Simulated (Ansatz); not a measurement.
Li₂H₄⁻, relaxed as a doublet with UKS r2SCAN-D4/def2-TZVPD in Ansatz, starting from the GFN1-xTB geometry. Force threshold 0.02 eV/Å.

The highest occupied level of the charge -1 doublet lies above zero (up to 0.85 eV). The electron is either unbound and held by the finite basis, or the level is raised by self-interaction error. The structure comes from a short search, and lower isomers may exist.

Start:

```tsv
atom	x (Å)	y (Å)	z (Å)
Li1	0.3746	0.9796	0.0006
Li2	-0.6284	-0.9412	0.4794
H3	-0.9777	-1.8553	-0.7317
H4	1.1372	1.7044	-1.1289
H5	-0.9633	0.6745	1.0873
H6	1.0577	-0.5620	0.2933
```

Question: Estimate the energy that the relaxation releases and the steps that it takes.

Answer: 47.1 kcal/mol, in 36 steps; 30 s on 4 threads of Arm Neoverse V2 on a shared host. The force fell under the threshold at step 24, but the optimiser went on and released 0.028 eV more. No frequencies were taken in this run, so the end may be a saddle point.

Question: Does the start keep its bonding?

Answer: Bonds lost: Li1–H6, Li2–H3, Li2–H6 (atoms count from 1). Metal–metal contacts that move far: Li1–Li2 2.22 to 3.43 Å. The end holds 2 separate pieces.

Question: Predict the relaxed structure.

Answer: 
Cartesian coordinates in Å:
```
Li 0.2303 1.0346 0.0892
Li -2.4380 0.4980 2.1726
H 0.7445 -2.1305 -1.2063
H 1.5513 1.2035 -0.9616
H -1.1082 0.8283 1.1498
H 1.0201 -1.4339 -1.2437
```
Bond lengths (bridged metal pairs left out): 3 × H–Li 1.70 to 1.72 Å.
